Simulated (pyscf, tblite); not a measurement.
methyl (CH₃•) + H₃Si–Cl -> methane (CH₄) + •H₂Si–Cl: energy along the mass-weighted descent from the GFN2-xTB with spin polarisation saddle (tblite), relative to the relaxed reactant side, a complex of the molecules.

(s (amu^1/2 bohr), E (kcal/mol)): (-0.160, 1.0); (0.720, -6.2); (2.16, -14.0); (3.72, -14.9); (4.29, -15.9); (4.60, -16.3); (4.88, -16.6); (5.15, -16.9); (5.39, -17.2); (5.60, -17.3); (5.79, -17.5)

**Question.** The GFN2-xTB with spin polarisation barrier from the reactant side is 0.05 eV. What does ωB97X-D3(BJ) (PySCF) give from its own reactant-side minimum, in def2-SVP and in def2-TZVP?

**Answer.** 0.31 eV in the double-zeta basis after reoptimising the saddle, and 0.32 eV in the triple-zeta single point, so the tight-binding barrier lies 0.28 eV under the latter. The imaginary mode goes from 586i to 999i cm⁻¹.
